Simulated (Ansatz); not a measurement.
**AlPH₆: basis-set convergence**

One table from this session's results is given with a row withheld; the runs are named, their logs left out.

The runs use Ansatz 0.2.0, Gaussian basis; one geometry, several basis sets.

Levels to be run: PBE0-D4/def2-SVP; ωB97M-V/def2-SVP; PBE0-D4/def2-QZVPP; ωB97M-V/def2-QZVPP; CCSD(T)/cc-pV(D+d)Z; CCSD(T)/cc-pV(T+d)Z; MP2/cc-pV(Q+d)Z; the functionals' def2-TZVPP values are taken from earlier runs.

2 further runs of the same task are left out: 2 that didn't finish.

## The relaxed structure

The geometry comes from an earlier relaxation with PBE0-D4 in a triple-zeta def2 set; it is a stationary point, not always the lowest conformer.

SMILES `[AlH3-][PH3+]`, 8 atoms, charge 0, spin multiplicity 1.

Atoms are counted from 1 here; the program's logs count them from 0.

Bond lengths: Al1–P2 2.514 Å, Al1–H3 1.598 Å, Al1–H4 1.598 Å, Al1–H5 1.598 Å, P2–H6 1.409 Å, P2–H7 1.409 Å, P2–H8 1.409 Å. Angles: P2–Al1–H3 96.8°, P2–Al1–H4 96.8°, P2–Al1–H5 96.8°, H3–Al1–H4 118.6°, H3–Al1–H5 118.6°, H4–Al1–H5 118.6°, Al1–P2–H6 118.9°, Al1–P2–H7 119.0°, Al1–P2–H8 119.0°, H6–P2–H7 98.5°, H6–P2–H8 98.5°, H7–P2–H8 98.5°.

Set-up of the first run:

The input, in.yaml:

```yaml
crystal:
  periodic: [false, false, false]
  atoms:
    - {symbol: Al, position_ang: [-0.472059, 0.166915, -1.354480]}
    - {symbol: P, position_ang: [0.371450, -0.137046, 0.994620]}
    - {symbol: H, position_ang: [0.029996, -1.240687, -1.920089]}
    - {symbol: H, position_ang: [-2.016434, 0.334663, -0.979965]}
    - {symbol: H, position_ang: [0.379780, 1.475822, -1.692949]}
    - {symbol: H, position_ang: [0.167186, 0.896877, 1.930472]}
    - {symbol: H, position_ang: [1.750255, -0.340237, 1.204815]}
    - {symbol: H, position_ang: [-0.118074, -1.213406, 1.761674]}
basis:
  gaussian: {orbitals: def2-SVP}
hamiltonian: {xc: pbe0, dispersion: d4}
output: {orbitals: {seedname: orbitals}}
```

Run with:

```bash
$ ansatz run in.yaml --threads 4 --pin off --events-out ev --progress --plain --max-ram 10444MiB
```

Steps of the session up to this table: PBE0-D4 in def2-SVP; ωB97M-V in def2-SVP; PBE0-D4 in def2-QZVPP; ωB97M-V in def2-QZVPP.

One of the session's tables, all rows but one given; the rest of the session is left out.

```
functional       basis  HOMO (eV)  LUMO (eV)
   PBE0-D4    def2-SVP      -7.76       0.07
   PBE0-D4  def2-TZVPP      -7.83      -0.27
   PBE0-D4  def2-QZVPP          ?          ?
   ωB97M-V    def2-SVP      -9.95       1.83
   ωB97M-V  def2-TZVPP     -10.07       1.40
   ωB97M-V  def2-QZVPP     -10.08       0.81
```

Q: Estimate the row for PBE0-D4, def2-QZVPP from the others.

As computed: HOMO (eV): -7.83; LUMO (eV): -0.37.
